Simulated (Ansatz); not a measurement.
Consider the hydrogenolysis of a P–Si bond: `C[SiH2]P` + H₂ → PH₃ + `C[SiH3]`.

Isolated molecules relaxed with PBE0-D4/def2-TZVP in Ansatz; ΔE leaves out vibrations. CBS: MP2 limit from def2 TZ/QZ plus the TZ coupled-cluster correction, frozen cores. This one scheme is used for every species. One conformer a species, not always the lowest.

| species | CCSD(T)/CBS(def2) energy (Eh) |
| --- | --- |
| `C[SiH2]P` | -672.28696 |
| H₂ | -1.17544 |
| PH₃ | -342.72256 |
| `C[SiH3]` | -330.73916 |

(1) Work out ΔE.

Largest T1 diagnostic among the species: 0.013.

Answers

(1) ΔE = (-342.72256) + (-330.73916) − (-672.28696) − (-1.17544) = 0.00068 Eh = +0.02 eV.

The D4 term adds +0.11 eV with B3LYP and +0.06 eV with PBE0; it sums over pairs of atoms, weighted by their polarisabilities, and B3LYP, whose exchange is more repulsive, gets the larger term. From PBE to PBE0 (25 % exact exchange), in def2-TZVPP and without D4, ΔE moves by −0.04 eV.

B3LYP here is the variant with VWN-RPA as its local correlation; programs differ in this.
